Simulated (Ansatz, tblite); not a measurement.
Cost and result up the ladder for the cluster C3⁻ (3 atoms). Charge -1, multiplicity 2. Geometry: PBE0-D4/def2-TZVPD.

```
atom   x (Å)   y (Å)   z (Å)
  C1   0.000   0.000   0.000
  C2  -0.822   0.549  -0.846
  C3   0.822  -0.549   0.846
```

Ansatz on 4 threads of Arm Neoverse V2 on a shared host; xTB runs through tblite on one thread. Times are rough, summed over both states, and most runs start from the orbitals of an earlier one. PBE0-D4/def2-TZVPD serves as the yardstick here, not as an exact answer. Differences are given only for rows in sets of like size (and for xTB, whose basis is part of the method), since another set adds its own error. The other state is a quartet at its own geometry.

The xTB rows come from tblite. B3LYP takes the VWN-RPA correlation. Correlated methods freeze 3 core orbitals. In CCSD on the charge -1 quartet the largest single amplitude is 0.21, so its Hartree–Fock determinant may place the open shell otherwise than the density functionals do. The structure comes from a short search, and lower isomers may exist.

Run but left out: HF/6-31G, HF/def2-TZVPD, HF/def2-TZVPPD, MP2/def2-TZVPD, MP2/def2-TZVPPD (quartet: ⟨S²⟩ 4.08, where a pure state has 3.75).

Correlated methods converge slowly with the basis.

xTB has no spin-polarisation term.

```json
{"level": "GFN1-xTB", "functions": "12", "wall time": "0.002 s", "quartet − doublet (eV)": "1.49", "difference from PBE0-D4/def2-TZVPD (eV)": "-0.42", "remarks": "–"}
{"level": "GFN2-xTB", "functions": "12", "wall time": "0.002 s", "quartet − doublet (eV)": "1.79", "difference from PBE0-D4/def2-TZVPD (eV)": "-0.12", "remarks": "–"}
{"level": "B3LYP-D4/6-31G", "functions": "27", "wall time": "1.1 s", "quartet − doublet (eV)": "1.81", "difference from PBE0-D4/def2-TZVPD (eV)": "–", "remarks": "HOMO above zero (doublet), HOMO above zero (quartet)"}
{"level": "BLYP-D4/def2-TZVPD", "functions": "111", "wall time": "2.6 s", "quartet − doublet (eV)": "1.87", "difference from PBE0-D4/def2-TZVPD (eV)": "-0.04", "remarks": "HOMO above zero (doublet), HOMO above zero (quartet)"}
{"level": "r2SCAN0-D4/def2-TZVPD", "functions": "111", "wall time": "3.7 s", "quartet − doublet (eV)": "1.73", "difference from PBE0-D4/def2-TZVPD (eV)": "-0.18", "remarks": "spin-contaminated (⟨S²⟩ 3.87) (quartet)"}
{"level": "r2SCANh-D4/def2-TZVPD", "functions": "111", "wall time": "4.9 s", "quartet − doublet (eV)": "1.70", "difference from PBE0-D4/def2-TZVPD (eV)": "-0.22", "remarks": "HOMO above zero (doublet), HOMO above zero (quartet)"}
{"level": "PBE0-D4/def2-TZVPD", "functions": "111", "wall time": "9.4 s", "quartet − doublet (eV)": "1.92", "difference from PBE0-D4/def2-TZVPD (eV)": "0.00", "remarks": "HOMO above zero (doublet)"}
{"level": "r2SCAN-D4/def2-TZVPD", "functions": "111", "wall time": "11 s", "quartet − doublet (eV)": "1.62", "difference from PBE0-D4/def2-TZVPD (eV)": "-0.29", "remarks": "HOMO above zero (doublet), HOMO above zero (quartet)"}
{"level": "B97M-V/def2-TZVPD", "functions": "111", "wall time": "12 s", "quartet − doublet (eV)": "2.03", "difference from PBE0-D4/def2-TZVPD (eV)": "0.11", "remarks": "HOMO above zero (doublet), HOMO above zero (quartet)"}
{"level": "CCSD(T)/def2-TZVPPD", "functions": "111", "wall time": "14 s", "quartet − doublet (eV)": "2.07", "difference from PBE0-D4/def2-TZVPD (eV)": "0.15", "remarks": "large T1 (0.068) (quartet), spin-contaminated (⟨S²⟩ 0.87) (doublet), spin-contaminated (⟨S²⟩ 4.08) (quartet)"}
```
